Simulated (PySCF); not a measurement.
**How the functional moves excitation energies**

Species: beryllium dihydride, BeH₂.
SMILES: `[BeH2]`

Linear-response calculations in the def2-SVPD basis (PySCF; singlets by full response, triplets Tamm–Dancoff, core orbitals frozen in the response; HF means time-dependent Hartree–Fock). 'Strongest' is the level of largest summed f among the singlets computed (10 roots, of which the last may lack a degenerate partner); it can jump between rows when another state enters that window. S1 is the lowest singlet of each run and needn't be the same state throughout; f(S1) is that of one state. Isolated species at its PBE0-D3(BJ)/def2-SVP geometry, gas phase.

| functional | kind | S1 (eV) | f(S1) | strongest (eV) | T1 (eV) | HOMO (eV) | gap (eV) | ionisation energy, ΔSCF (eV) |
| --- | --- | --- | --- | --- | --- | --- | --- | --- |
| LDA | LDA | 5.75 | 0.000 | 7.27 | 5.29 | -7.47 | 5.58 | 11.61 |
| PBE | GGA | 5.90 | 0.000 | 7.34 | 5.32 | -7.48 | 5.80 | 11.63 |
| B3LYP | global hybrid, 20% exact exchange | 6.18 | 0.000 | 7.80 | 5.64 | -8.65 | 7.51 | 11.87 |
| PBE0 | global hybrid, 25% exact exchange | 6.23 | 0.000 | 7.82 | 5.59 | -8.83 | 7.93 | 11.81 |
| BHandHLYP | global hybrid, 50% exact exchange | 6.53 | 0.000 | 8.35 | 5.91 | -10.14 | 9.91 | 11.91 |
| CAM-B3LYP | range-separated hybrid | 6.27 | 0.000 | 8.11 | 5.69 | -10.32 | 10.21 | 11.97 |
| wB97X-D | range-separated hybrid | 6.36 | 0.000 | 8.02 | 5.93 | -10.81 | 11.49 | 11.94 |
| LC-wPBE | range-separated hybrid | 6.45 | 0.000 | 8.33 | 5.74 | -11.77 | 12.57 | 12.12 |
| HF | Hartree–Fock | 7.01 | 0.000 | 9.02 | 6.09 | -12.20 | 13.32 | not settled |

S1 runs from 5.75 eV (LDA) to 7.01 eV (HF), a spread of 1.26 eV, while the orbital gap spreads over 7.7 eV. Along PBE (0%), B3LYP (20%), PBE0 (25%), BHandHLYP (50%), HF (100%) S1 rises with the share of exact exchange. −ε(HOMO) comes closest to its own ΔSCF ionisation energy with LC-wPBE (-0.35 eV) and misses most with PBE (-4.15 eV). 'Not settled' means that the ion's SCF failed to converge or may have ended in another state than the lowest.
